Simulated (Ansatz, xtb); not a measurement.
# Relative energy of two structures of HLiOS

Structure a: a singlet given by its coordinates. Structure b: a singlet given by its coordinates. Both are isolated molecules in the gas phase, relaxed with B3LYP-D3(BJ)/def2-SVP.

a (Å):

| atom | x (Å) | y (Å) | z (Å) |
| --- | --- | --- | --- |
| Li | -0.9539 | 1.5771 | -1.5336 |
| O | 0.6209 | 1.5973 | -1.3878 |
| S | 2.2296 | 1.8558 | -1.2570 |
| H | 2.6856 | 0.5730 | -1.1168 |

Close contacts (Å): Li1–O2 1.58, O2–S3 1.63, S3–H4 1.37.

b (Å):

```yaml
atoms:
  - { symbol: Li, position_ang: [-0.0477, 0.8540, -1.9324] }
  - { symbol: O, position_ang: [1.0275, 1.8752, -0.9097] }
  - { symbol: S, position_ang: [1.9383, 0.3254, -1.2791] }
  - { symbol: H, position_ang: [1.6312, 2.5939, -1.1381] }
```

Close contacts (Å): Li1–O2 1.80, Li1–S3 2.16, O2–S3 1.84, O2–H4 0.97.

Question: Estimate which is lower in electronic energy at CCSD(T)/def2-TZVPP, and by roughly how much.

Answer: The CCSD(T)/def2-TZVPP calculation puts structure b lower, by 6.1 kcal/mol.

The same difference at several levels:

```
                level               geometry  E(b) − E(a) (kcal/mol)  departure from the last row (kcal/mol)  job, with rough time for the two
             GFN2-xTB               GFN2-xTB                      +7.4                                   +13.5              optimisation, 0.31 s
            HF/STO-3G               GFN2-xTB                     −14.0                                    −8.0              single point, 0.82 s
   r2SCAN-D4/def2-SVP               GFN2-xTB                      −6.0                                    +0.1               single point, 4.4 s
B3LYP-D3(BJ)/def2-SVP  B3LYP-D3(BJ)/def2-SVP                      −6.7                                    −0.7                optimisation, 65 s
        HF/def2-TZVPP  B3LYP-D3(BJ)/def2-SVP                      −5.5                                    +0.6           part of the CCSD(T) run
       MP2/def2-TZVPP  B3LYP-D3(BJ)/def2-SVP                      −4.4                                    +1.6           part of the CCSD(T) run
   CCSD(T)/def2-TZVPP  B3LYP-D3(BJ)/def2-SVP                      −6.1                                                        single point, 24 s
```

GFN2-xTB puts the two in the other order. The largest departure from CCSD(T)/def2-TZVPP is that of GFN2-xTB, 13.5 kcal/mol.

With harmonic frequencies from B3LYP-D3(BJ)/def2-SVP (ideal gas, rigid rotor, one conformer each, 600 K, 1 atm): on the last row, ΔE + ΔZPE = −4.2, ΔH = −4.5, ΔG = −3.7 kcal/mol.

The correlated steps freeze 6 core orbitals; the last core shell of Li is correlated, in a basis made for valence electrons. Mirror images aren't counted in ΔG. Programs: Ansatz 0.2.0, xtb 6.7.1; the last row on 1 thread of Intel(R) Xeon(R) Processor @ 2.50GHz (Skylake/Cascade Lake) on a shared host.
